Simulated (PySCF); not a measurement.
Working with the constants of NH⁻

UHF-CCSD(T) constants of NH⁻, ²Π (doublet), unpaired electrons π ↑ (H def2-TZVPPD, N def2-TZVPPD; no relativity (PySCF 2.14); masses 1.0078 and 14.0031 u):

```
ωe              : 3215.7 cm⁻¹
ωexe            : 88.7 cm⁻¹
Be              : 16.656 cm⁻¹
αe              : 0.721 cm⁻¹
D (centrifugal) : 0.00179 cm⁻¹
```

Question: Give the vibrational terms G(v) and spacings up to v = 4.

Answer: G(v) = ωe(v+½) − ωexe(v+½)².

```json
{"v": "0", "G(v) (cm⁻¹)": "1586", "G(v) − G(v−1)": "", "Bv (cm⁻¹)": "16.30"}
{"v": "1", "G(v) (cm⁻¹)": "4624", "G(v) − G(v−1)": "3038", "Bv (cm⁻¹)": "15.57"}
{"v": "2", "G(v) (cm⁻¹)": "7485", "G(v) − G(v−1)": "2861", "Bv (cm⁻¹)": "14.85"}
{"v": "3", "G(v) (cm⁻¹)": "10168", "G(v) − G(v−1)": "2683", "Bv (cm⁻¹)": "14.13"}
{"v": "4", "G(v) (cm⁻¹)": "12674", "G(v) − G(v−1)": "2506", "Bv (cm⁻¹)": "13.41"}
```

A state of this spin cannot dissociate to the ground-state fragments, so its own limit lies higher than the one that De refers to.

Correlated steps freeze 1 core orbital. The state was picked by a PBE0 search and need not be the measured ground state.
